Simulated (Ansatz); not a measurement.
A made-up structure of CH3O (charge -1), closed shell:

C1  (0.024, -0.019, -0.006)
O2  (1.039, -0.838, -0.255)
H3  (2.001, -0.961, -0.244)
H4  (-0.049, 0.896, -0.677)
H5  (0.001, 0.437, 1.036)
(Å)

It is relaxed with PBE-D4/def2-SVPD and then PBE0-D4/def2-TZVPD (Ansatz 0.2.0). Atoms count as bonded within 1.22 times the sum of their covalent radii (H–H: 0.88 Å). The end point is not checked to be a true minimum.

Task: Does its bonding change? (Judge from chemistry; the calculation decides.)

Result: Computed: No: no bond forms or breaks.

Where it ends: The first stage lowers the energy by 0.91 eV in 9 steps. It ends as CH₃O ([CH2][OH]), total charge -1:
C1  (-0.072, -0.021, -0.003)
O2  (0.968, -1.047, -0.286)
H3  (1.837, -0.643, -0.186)
H4  (0.134, 0.839, -0.684)
H5  (0.148, 0.387, 1.013)
(Å)

Labels in which every atom is bracketed show which atoms are joined, not bond orders.

For scale, one of the runs: PBE0-D4/def2-TZVPD relaxation, 104 basis functions, launched by `ansatz run in.yaml --threads 2 --pin off --events-out ev --progress --plain --max-ram 4352MiB`. Hardware: 2 CPU threads of an Arm Neoverse V1, shared host. Wall time about 7 s.
